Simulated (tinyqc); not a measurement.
Worked calculation: G0W0 on RHF in the sto-3g basis, for HF, spin multiplicity 1. Computed by tinyqc, a small Python program that keeps every step (integrals from PySCF). Settings: charge = 0, multiplicity = 1, basis = sto-3g, method = RHF, energy threshold = 1e-10, iteration cap = 75, orthogonalisation = symmetric, start = core, DIIS depth = 6. Command: `OMP_NUM_THREADS=1 python tinyqc.py 23321 23322 out.jsonl` (the two numbers bound the seeds that draw the settings). One thread of a shared host (Intel(R) Xeon(R) Processor @ 2.60GHz), about 0.07 s of CPU time with the checks. The early iterations of the SCF are left out here.

## One-electron integrals

Geometry (angstrom):
```
atom,x,y,z
F,0.0000,0.0000,0.0000
H,0.0000,0.0000,0.9150
```

Basis sto-3g: exponents (1/bohr^2) and contraction coefficients of normalised primitives:
```
element,l (shell),exponent,coefficient
F,s (1),166.6791,0.1543
F,s (1),30.3608,0.5353
F,s (1),8.2168,0.4446
F,s (2),6.4648,-0.1000
F,s (2),1.5023,0.3995
F,s (2),0.4886,0.7001
F,p (3),6.4648,0.1559
F,p (3),1.5023,0.6077
F,p (3),0.4886,0.3920
H,s (1),3.4253,0.1543
H,s (1),0.6239,0.5353
H,s (1),0.1689,0.4446
```

Overlap, kinetic and nuclear-attraction integrals over the contracted functions; the nuclear repulsion is the sum of Za Zb / Rab.

nuclear repulsion = 5.205022 hartree

overlap S, lower triangle:
```
,1F 1s,1F 2s,1F 2px,1F 2py,1F 2pz,2H 1s
1F 1s,1.0000
1F 2s,0.2380,1.0000
1F 2px,0.0000,0.0000,1.0000
1F 2py,0.0000,0.0000,0.0000,1.0000
1F 2pz,0.0000,0.0000,0.0000,0.0000,1.0000
2H 1s,0.0497,0.4502,0.0000,0.0000,0.3499,1.0000
```

kinetic energy T (hartree), lower triangle:
```
,1F 1s,1F 2s,1F 2px,1F 2py,1F 2pz,2H 1s
1F 1s,36.9846
1F 2s,-0.2129,1.0380
1F 2px,0.0000,0.0000,3.2480
1F 2py,0.0000,0.0000,0.0000,3.2480
1F 2pz,0.0000,0.0000,0.0000,0.0000,3.2480
2H 1s,0.0004,0.1297,0.0000,0.0000,0.2762,0.7600
```

nuclear attraction V (hartree), lower triangle:
```
,1F 1s,1F 2s,1F 2px,1F 2py,1F 2pz,2H 1s
1F 1s,-77.5879
1F 2s,-9.3144,-12.1150
1F 2px,0.0000,0.0000,-11.9828
1F 2py,0.0000,0.0000,0.0000,-11.9828
1F 2pz,-0.0151,-0.1807,0.0000,0.0000,-12.1006
2H 1s,-2.0060,-4.2392,0.0000,0.0000,-2.9305,-6.2083
```

core Hamiltonian H = T + V (hartree), lower triangle:
```
,1F 1s,1F 2s,1F 2px,1F 2py,1F 2pz,2H 1s
1F 1s,-40.6033
1F 2s,-9.5273,-11.0770
1F 2px,0.0000,0.0000,-8.7348
1F 2py,0.0000,0.0000,0.0000,-8.7348
1F 2pz,-0.0151,-0.1807,0.0000,0.0000,-8.8525
2H 1s,-2.0056,-4.1095,0.0000,0.0000,-2.6544,-5.4483
```

## Two-electron integrals

Functions are numbered as in S; the eight-fold symmetry (ij|kl) = (ji|kl) = (kl|ij) leaves the list below.

Two-electron integrals (ij|kl) in chemists' order, unique and non-zero (hartree):
```
i,j,k,l,(ij|kl)
1,1,1,1,5.4035
2,1,1,1,0.8419
2,1,2,1,0.1563
2,2,1,1,1.2680
2,2,2,1,0.2923
2,2,2,2,0.9262
3,1,3,1,0.0280
3,2,3,1,0.0432
3,2,3,2,0.2046
3,3,1,1,1.2645
3,3,2,1,0.2924
3,3,2,2,0.9260
3,3,3,3,0.9975
4,1,4,1,0.0280
4,2,4,1,0.0432
4,2,4,2,0.2046
4,3,4,3,0.0538
4,4,1,1,1.2645
4,4,2,1,0.2924
4,4,2,2,0.9260
4,4,3,3,0.8900
4,4,4,4,0.9975
5,1,5,1,0.0280
5,2,5,1,0.0432
5,2,5,2,0.2046
5,3,5,3,0.0538
5,4,5,4,0.0538
5,5,1,1,1.2645
5,5,2,1,0.2924
5,5,2,2,0.9260
5,5,3,3,0.8900
5,5,4,4,0.8900
5,5,5,5,0.9975
6,1,1,1,0.1789
6,1,2,1,0.0329
6,1,2,2,0.0611
6,1,3,3,0.0610
6,1,4,4,0.0610
6,1,5,1,0.0013
6,1,5,2,0.0025
6,1,5,5,0.0612
6,1,6,1,0.0070
6,2,1,1,0.4253
6,2,2,1,0.0992
6,2,2,2,0.3476
6,2,3,3,0.3427
6,2,4,4,0.3427
6,2,5,1,0.0067
6,2,5,2,0.0510
6,2,5,5,0.3570
6,2,6,1,0.0212
6,2,6,2,0.1567
6,3,3,1,0.0107
6,3,3,2,0.0623
6,3,5,3,0.0109
6,3,6,3,0.0240
6,4,4,1,0.0107
6,4,4,2,0.0623
6,4,5,4,0.0109
6,4,6,4,0.0240
6,5,1,1,0.2771
6,5,2,1,0.0655
6,5,2,2,0.2459
6,5,3,3,0.2351
6,5,4,4,0.2351
6,5,5,1,0.0146
6,5,5,2,0.0969
6,5,5,5,0.2670
6,5,6,1,0.0146
6,5,6,2,0.1358
6,5,6,5,0.1409
6,6,1,1,0.5528
6,6,2,1,0.1311
6,6,2,2,0.5273
6,6,3,3,0.5088
6,6,4,4,0.5088
6,6,5,1,0.0119
6,6,5,2,0.1248
6,6,5,5,0.5639
6,6,6,1,0.0282
6,6,6,2,0.2953
6,6,6,5,0.2972
6,6,6,6,0.7746
```

## Orthogonalisation

S = U s U^T; symmetric (Loewdin) form X = U s^(-1/2) U^T, so that X^T S X = 1.

eigenvalues of S: 0.4117  0.8457  1.0000  1.0000  1.1234  1.6192

X, lower triangle:
```
,1F 1s,1F 2s,1F 2px,1F 2py,1F 2pz,2H 1s
1F 1s,1.0233
1F 2s,-0.1335,1.1277
1F 2px,0.0000,0.0000,1.0000
1F 2py,0.0000,0.0000,0.0000,1.0000
1F 2pz,-0.0076,0.0803,0.0000,0.0000,1.0611
2H 1s,0.0228,-0.2930,0.0000,0.0000,-0.2237,1.1632
```

## Iteration 7 (converged): orbitals

converged F (hartree), lower triangle:
```
,1F 1s,1F 2s,1F 2px,1F 2py,1F 2pz,2H 1s
1F 1s,-25.8900
1F 2s,-6.6229,-3.0479
1F 2px,0.0000,0.0000,-0.4642
1F 2py,0.0000,0.0000,0.0000,-0.4642
1F 2pz,-0.0245,-0.1020,0.0000,0.0000,-0.3660
2H 1s,-1.4045,-1.1576,0.0000,0.0000,-0.5829,-0.6058
```

Diagonalise F' = X^T F X, C = X C', fill 5 alpha and 5 beta electrons from the bottom; D = 2 C_occ C_occ^T. Each column has its largest component positive (the first on a tie).

F' = X^T F X (hartree), lower triangle:
```
,1,2,3,4,5,6
1,-25.4145
2,-3.4129,-1.7331
3,0.0000,0.0000,-0.4642
4,0.0000,0.0000,0.0000,-0.4642
5,-0.0518,0.1015,0.0000,0.0000,-0.1589
6,-0.2090,-0.5861,0.0000,0.0000,-0.5863,-0.0199
```

orbital energies (hartree): MO1 -25.8999, MO2 -1.4718, MO3 -0.5858, MO4 -0.4642, MO5 -0.4642, MO6 0.6311

coefficients C:
```
,MO1,MO2,MO3,MO4,MO5,MO6
1F 1s,0.9947,-0.2491,0.0827,0.0000,0.0000,0.0851
1F 2s,0.0227,0.9357,-0.4359,0.0000,0.0000,-0.5619
1F 2px,0.0000,0.0000,0.0000,0.8588,-0.5123,0.0000
1F 2py,0.0000,0.0000,0.0000,0.5123,0.8588,0.0000
1F 2pz,0.0030,0.0905,0.7024,0.0000,0.0000,-0.8251
2H 1s,-0.0058,0.1589,0.5207,0.0000,0.0000,1.0923
```

D after iteration 7, lower triangle:
```
,1F 1s,1F 2s,1F 2px,1F 2py,1F 2pz,2H 1s
1F 1s,2.1166
1F 2s,-0.4932,2.1320
1F 2px,0.0000,0.0000,2.0000
1F 2py,0.0000,0.0000,0.0000,2.0000
1F 2pz,0.0770,-0.4428,0.0000,0.0000,1.0031
2H 1s,-0.0046,-0.1569,0.0000,0.0000,0.7602,0.5928
```

Within a degenerate level the vectors are fixed only up to a rotation; this is one choice.

## Convergence

Stop when the energy changes by less than 1e-10 hartree and every element of the error matrix X^T (F D S - S D F) X is below 3e-06.

Course of the cycle:
```
iteration,E (hartree),change,largest element of the error matrix
1,-97.805055,-,7.66e-01
2,-98.556424,-7.51e-01,1.65e-01
3,-98.570508,-1.41e-02,9.66e-03
4,-98.570550,-4.20e-05,4.19e-04
5,-98.570550,-1.76e-07,1.54e-05
6,-98.570550,-1.47e-10,8.58e-08
7,-98.570550,-5.68e-14,2.81e-11
```

PySCF RHF in the same basis = -98.570550 hartree

Converged in 7 iterations.

## Integrals over molecular orbitals

(pq|rs) = sum C_ip C_jq C_kr C_ls (ij|kl), one index at a time.

one-electron integrals over orbitals h = C^T H C (hartree), lower triangle:
```
,1,2,3,4,5,6
1,-40.5850
2,0.7011,-9.1553
3,-0.2229,0.5550,-7.6797
4,0.0000,0.0000,0.0000,-8.7348
5,0.0000,0.0000,0.0000,0.0000,-8.7348
6,-0.2325,1.2242,1.8286,0.0000,0.0000,-6.1171
```

Two-electron integrals over orbitals (pq|rs), unique and non-zero (hartree):
```
p,q,r,s,(pq|rs)
1,1,1,1,5.3622
2,1,1,1,-0.5025
2,1,2,1,0.0746
2,2,1,1,1.1968
2,2,2,1,-0.0193
2,2,2,2,0.8570
3,1,1,1,0.1665
3,1,2,1,-0.0225
3,1,2,2,0.0141
3,1,3,1,0.0239
3,2,1,1,-0.1446
3,2,2,1,0.0090
3,2,2,2,-0.0145
3,2,3,1,0.0210
3,2,3,2,0.1580
3,3,1,1,1.0155
3,3,2,1,-0.0115
3,3,2,2,0.7589
3,3,3,1,-0.0059
3,3,3,2,-0.0531
3,3,3,3,0.7776
4,1,4,1,0.0296
4,2,4,1,0.0389
4,2,4,2,0.1797
4,3,4,1,-0.0119
4,3,4,2,-0.0441
4,3,4,3,0.0496
4,4,1,1,1.2640
4,4,2,1,-0.0144
4,4,2,2,0.8768
4,4,3,1,0.0048
4,4,3,2,-0.0772
4,4,3,3,0.7622
4,4,4,4,0.9975
5,1,5,1,0.0296
5,2,5,1,0.0389
5,2,5,2,0.1797
5,3,5,1,-0.0119
5,3,5,2,-0.0441
5,3,5,3,0.0496
5,4,5,4,0.0538
5,5,1,1,1.2640
5,5,2,1,-0.0144
5,5,2,2,0.8768
5,5,3,1,0.0048
5,5,3,2,-0.0772
5,5,3,3,0.7622
5,5,4,4,0.8900
5,5,5,5,0.9975
6,1,1,1,0.1730
6,1,2,1,-0.0281
6,1,2,2,-2.08e-04
6,1,3,1,-0.0080
6,1,3,2,-0.0252
6,1,3,3,0.0133
6,1,4,4,0.0047
6,1,5,5,0.0047
6,1,6,1,0.0265
6,2,1,1,-0.2532
6,2,2,1,0.0054
6,2,2,2,-0.1325
6,2,3,1,-0.0203
6,2,3,2,-0.0424
6,2,3,3,-0.0408
6,2,4,4,-0.1312
6,2,5,5,-0.1312
6,2,6,1,0.0153
6,2,6,2,0.0981
6,3,1,1,-0.3493
6,3,2,1,0.0062
6,3,2,2,-0.1583
6,3,3,1,0.0023
6,3,3,2,0.0940
6,3,3,3,-0.1269
6,3,4,4,-0.1910
6,3,5,5,-0.1910
6,3,6,1,-0.0065
6,3,6,2,0.0583
6,3,6,3,0.1706
6,4,4,1,-0.0111
6,4,4,2,-0.0436
6,4,4,3,-0.0136
6,4,6,4,0.0318
6,5,5,1,-0.0111
6,5,5,2,-0.0436
6,5,5,3,-0.0136
6,5,6,5,0.0318
6,6,1,1,0.8909
6,6,2,1,-0.0089
6,6,2,2,0.6864
6,6,3,1,0.0165
6,6,3,2,0.0731
6,6,3,3,0.6696
6,6,4,4,0.6533
6,6,5,5,0.6533
6,6,6,1,-0.0099
6,6,6,2,-0.0678
6,6,6,3,-0.0134
6,6,6,6,0.7159
```

## Screening: direct RPA

With D = e_a - e_i and K = (ia|jb): diagonalise D^(1/2) (D + 4K) D^(1/2) = Z w^2 Z^T; X + Y = D^(1/2) Z w^(-1/2), each column of Z with its largest component positive (the first on a tie); E_c = (sum w - tr (D + 2K)) / 2.

D^(1/2) (D + 4K) D^(1/2) (hartree^2), lower triangle:
```
,1>6,2>6,3>6,4>6,5>6
1>6,706.7074
2>6,0.4557,5.2475
3>6,-0.1481,0.3733,2.3114
4>6,0.0000,0.0000,0.0000,1.3391
5>6,0.0000,0.0000,0.0000,0.0000,1.3391
```

excitation energies w (hartree): 1.1572  1.1572  1.5049  2.3009  26.5840

X + Y:
```
,1,2,3,4,5
1>6,0.0000,0.0000,0.0012,-0.0021,0.9990
2>6,0.0000,0.0000,-0.1469,0.9486,0.0002
3>6,0.0000,0.0000,0.8923,0.0903,0.0000
4>6,-0.0014,0.9729,0.0000,0.0000,0.0000
5>6,0.9729,0.0014,0.0000,0.0000,0.0000
```

RPA correlation energy = -0.027551 hartree

Within a degenerate level the vectors are fixed only up to a rotation; this is one choice.

## G0W0 on Hartree-Fock: HOMO

W(p,q,m) = sqrt2 sum_ia (pq|ia) (X+Y)_ia,m; Sigma_c(x) = sum_(i,m) W^2/(x - e_i + w_m) + sum_(a,m) W^2/(x - e_a - w_m); solve x = e_p + Sigma_c(x) by Newton steps; Z = 1/(1 - dSigma/dx); 1 hartree = 27.211386 eV.

The 12 largest terms at x = e_p (hartree; W for the signs of X + Y given):
```
q,m,W,term
5,3,-0.2138,0.0304
5,4,-0.2005,0.0175
2,1,-0.0600,0.0017
6,1,0.0438,-0.0008
3,1,-0.0187,2.73e-04
1,1,-0.0153,8.75e-06
5,5,0.0066,1.65e-06
2,2,-8.41e-05,3.27e-09
6,2,6.14e-05,-1.67e-09
3,2,-2.62e-05,5.36e-10
1,2,-2.14e-05,1.72e-11
```

Newton steps (hartree):
```
step,x,Sigma_c(x),Z
0,-0.4642,0.0489,0.9717
1,-0.4167,0.0476,0.9732
2,-0.4166,0.0476,0.9732
```

quasiparticle energy of the HOMO = -11.3374 eV

Hartree-Fock value = -12.6323 eV

## G0W0 on Hartree-Fock: LUMO

As before.

The 12 largest terms at x = e_p (hartree; W for the signs of X + Y given):
```
q,m,W,term
3,3,0.2032,0.0152
2,4,0.1390,0.0044
6,4,-0.0927,-0.0037
3,4,0.1001,0.0028
4,2,0.0438,0.0008
5,1,0.0438,0.0008
2,3,0.0533,0.0008
1,5,0.0375,2.64e-05
2,5,0.0216,1.62e-05
1,4,0.0195,1.33e-05
6,5,-0.0140,-7.35e-06
6,3,-0.0028,-5.15e-06
```

Newton steps (hartree):
```
step,x,Sigma_c(x),Z
0,0.6311,0.0212,0.9901
1,0.6521,0.0210,0.9902
2,0.6521,0.0210,0.9902
```

quasiparticle energy of the LUMO = 17.7452 eV

Hartree-Fock value = 17.1737 eV
